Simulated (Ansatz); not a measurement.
hcp Sr (model structure)

All values below come from LDA (PAW; Ansatz, an electronic-structure program).

Run with plane-wave cutoff 500 eV, 24×24×10 k mesh (along the axes of the cell as run), Fermi–Dirac smearing 0.1 eV, scalar-relativistic PAW data made under PBE.

Cell (relaxed at this level):

Space group P6₃/mmc (No. 194); a = b = 4.099 Å, c = 6.722 Å, α = β = 90.00°, γ = 120.00°

```tsv
atom	site	symmetry	x	y	z
Sr	2c	-6m2	0.3333	0.6667	0.2500
```

```yaml
band_gap: none
```

Note: the relaxation could raise the start's symmetry but not lower it, so the cell can be a saddle point.

Spin–orbit coupling is not included.

The computed numbers hold no vibrational or temperature effects.

It cost roughly 4 core-minutes of CPU time.

A model structure was made by putting elements into a prototype or built by hand; it is no filed structure, need not be a known phase, and can be a saddle point held by its symmetry.
